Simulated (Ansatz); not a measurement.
System: phosphine, PH₃ (charge 0, singlet). 
Structure (B3LYP-D3(BJ)/def2-TZVP (Ansatz, a first-principles code) minimum search):
SMILES: P
```xyz
4

P      0.0029     0.0016     0.1282
H     -0.0038     1.1839    -0.6561
H      1.0120    -0.6137    -0.6568
H     -1.0521    -0.5944    -0.6098
```

Property: vertical triplet-singlet gap (E(triplet) - E(singlet); each state is the SCF solution reached for its spin; the molecule has degenerate orbitals, so one determinant may break the symmetry), in eV. Valence correlation only, unless marked. UHF or UKS for open shells. Spin-orbit coupling is left out. No relativistic terms. CBS marks a two-point X^-3 extrapolation of the correlation energy; Hartree-Fock from the larger set. The bracket is a focal-point correction in the basis named.

RI-MP2/CBS(def2-TZVPPD,def2-QZVPPD)+[CCSD(T)-MP2]/def2-QZVPPD (Ansatz) gives 6.01 eV.

Q: Another calculation gave 5.65 eV. Which level was it?
A. B3LYP/def2-TZVPD (Ansatz)
B. wB97X-V/def2-TZVPD (Ansatz)
C. r2SCAN/def2-TZVPD (Ansatz)

A: C, r2SCAN/def2-TZVPD (Ansatz). The others give 5.86 (B3LYP), 6.03 (wB97X-V) eV.
